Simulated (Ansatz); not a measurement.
Geometry optimisation, Ansatz 0.2.0, RKS B3LYP-D4/def2-SVP.

input.yaml

```yaml
crystal:
  periodic: [false, false, false]
  atoms:
    - { symbol: C, position_ang: [-0.2335, 0.4292, -0.998] }
    - { symbol: O, position_ang: [0.4284, -0.2253, -1.6408] }
    - { symbol: H, position_ang: [-0.0252, -0.2442, 1.6856] }
    - { symbol: H, position_ang: [-0.1697, 0.0404, 0.9532] }
basis:
  gaussian: { orbitals: def2-SVP }
hamiltonian:
  xc: b3lyp
  dispersion: d4
relax:
  f_tol: 0.02
  max_steps: 40
```

Launched with:

```bash
$ ansatz run input.yaml --threads 1 --pin off --max-ram 2048MiB --backend cpu --events-out ev --progress --plain --runs-dir out
```

Question: Where does it end, and by what steps?

Answer: The forces met the threshold. The force dipped under the threshold on the way, but the program's further checks kept it going. After 31 steps the energy has fallen by 0.183 eV; O2 moved furthest, 0.82 Å.

| step | energy less start (eV) | largest force component (eV/Å) | accepted |
| --- | --- | --- | --- |
| 0 | 0.0000 | 1.382 | yes |
| 2 | -0.1670 | 0.364 | yes |
| 4 | -0.1759 | 0.160 | yes |
| 6 | -0.1769 | 0.043 | yes |
| 8 | -0.1770 | 0.039 | yes |
| 10 | -0.1772 | 0.111 | yes |
| 12 | -0.1775 | 0.283 | yes |
| 14 | -0.1785 | 0.245 | no |
| 16 | -0.1774 | 0.458 | no |
| 18 | -0.1795 | 0.136 | yes |
| 20 | -0.1802 | 0.102 | yes |
| 22 | -0.1802 | 0.368 | no |
| 24 | -0.1814 | 0.008 | yes |
| 26 | -0.1818 | 0.221 | yes |
| 28 | -0.1821 | 0.302 | no |
| 30 | -0.1780 | 1.028 | no |
| 31 | -0.1829 | 0.002 | yes |

```xyz
4
Properties=species:S:1:pos:R:3
C 0.043 0.183 -1.430
O 0.431 -0.097 -2.453
H -0.220 -0.123 2.313
H -0.254 0.037 1.570
```

Whether the end is a true minimum wasn't checked by a vibrational analysis.

The run took 20 s on 1 thread of Intel(R) Xeon(R) Platinum 8488C (Sapphire Rapids) (shared host), peak memory 0.11 GiB.
